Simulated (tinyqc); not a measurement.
The basis set: RHF and MP2 along a ladder of basis sets, for HF, spin multiplicity 1. Computed by the program tinyqc with PySCF. 

Geometry (angstrom):

| atom | x | y | z |
|---|---|---|---|
| F | 0.0000 | 0.0000 | 0.0000 |
| H | 0.0000 | 0.0000 | 0.8480 |

Same geometry throughout; the dipole is taken about the origin.

RHF and frozen-core MP2 in a ladder of bases:

| basis | functions | E(RHF) (hartree) | E(MP2 corr) (hartree) | HOMO (eV) | LUMO (eV) | dipole (debye) |
|---|---|---|---|---|---|---|
| sto-3g | 6 | -98.55424 | -0.01449 | -12.714 | 19.162 | 1.357 |
| 3-21g | 11 | -99.44968 | -0.11768 | -16.455 | 7.968 | 2.084 |
| 6-31g | 11 | -99.97640 | -0.12393 | -17.344 | 6.213 | 2.198 |
| 6-31g** | 19 | -100.00622 | -0.17872 | -17.255 | 6.507 | 1.856 |
| cc-pvdz | 19 | -100.01553 | -0.19859 | -17.312 | 5.369 | 1.812 |
| aug-cc-pvdz | 32 | -100.02980 | -0.21824 | -17.907 | 1.023 | 1.800 |
| cc-pvtz | 44 | -100.05480 | -0.26840 | -17.706 | 4.164 | 1.810 |

From cc-pVDZ to cc-pVTZ the RHF energy falls by 39.3 mhartree and the correlation energy by 69.8. If valence correlation converges as X^-3, (27 E(T) - 8 E(D))/19 gives -0.2978 hartree, a rough estimate from such small X that usually falls short; STO-3G holds about 5 % of it. Beyond STO-3G the LUMO moves by 6.9 eV and the HOMO by 1.5 eV; diffuse functions lower the positive LUMO sharply, since an unbound virtual level tracks the most diffuse function.
